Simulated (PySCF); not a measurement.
# HNO: the cost of one run

The runs use PySCF 2.14.0, with density-fitted response routines of our own; the level of theory stands in each step. All values are computed, except where a source is named. Atoms are numbered from 0 throughout.

**1. The molecule as given**

3 atoms, charge 0, multiplicity 1; geometry from: GFN2-xTB. The atoms were then displaced at random by about 0.01 Å, so the start is not that level's minimum.

Bonds of the start (Å): N0–O1 1.17, N0–H2 1.08.

**2. Relaxing the molecule at PBE0-D3(BJ)/def2-TZVP**

The job: settings as JSON, then the geometry in Å.

```
{"job": {"xc": "PBE0", "basis": "def2-TZVP", "d3": "d3bj", "grid": 2, "shake": 0.01, "kind": "geom"}, "charge": 0, "multiplicity": 1}
N     -0.031930     0.391130     0.001380
O      0.967300    -0.213170    -0.013690
H     -0.929360    -0.212910    -0.006870
```

Launch:

```bash
> OMP_NUM_THREADS=1 python probes_run.py task.json out
```

This one command runs all jobs of the session in turn.

**Question.** How long does this first job take on 1 thread of Arm Neoverse N1, shared host, and how much memory does it need?

About 8.1 s, with a peak of 0.29 GiB.
